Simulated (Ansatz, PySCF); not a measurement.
A calculation on zinc-blende GaP returned lattice constant a 5.446 Å, bulk modulus 83.8 GPa.

For reference: lattice constant a 5.439 Å (measured, static lattice: zero-point anharmonic expansion removed; as tabulated in Mejia-Rodriguez and Trickey (2018), arXiv:1807.09216); bulk modulus 89.6 GPa (measured, 0 K value with the zero-point phonon effect removed; as tabulated in Mejia-Rodriguez and Trickey (2018), arXiv:1807.09216).

Problem. Which level of theory produced these numbers?
A. MP2 (PySCF)
B. PBE-D3(BJ) (Ansatz, an electronic-structure program)
C. PBE (Ansatz)
D. RPBE (Ansatz)

Solution. B, PBE-D3(BJ) (Ansatz)

The others give: PBE 5.506 Å, 76.7 GPa; RPBE 5.555 Å, 70.9 GPa; MP2 5.493 Å, 90.4 GPa.

Unless a cell is named, each level is at its own relaxed cell (MP2 20.71, PBE 20.87, PBE-D3(BJ) 20.19, RPBE 21.43 Å³/atom).

Ansatz's density-functional and Hartree–Fock values are scalar-relativistic unless marked +SOC, with PAW data made under PBE.
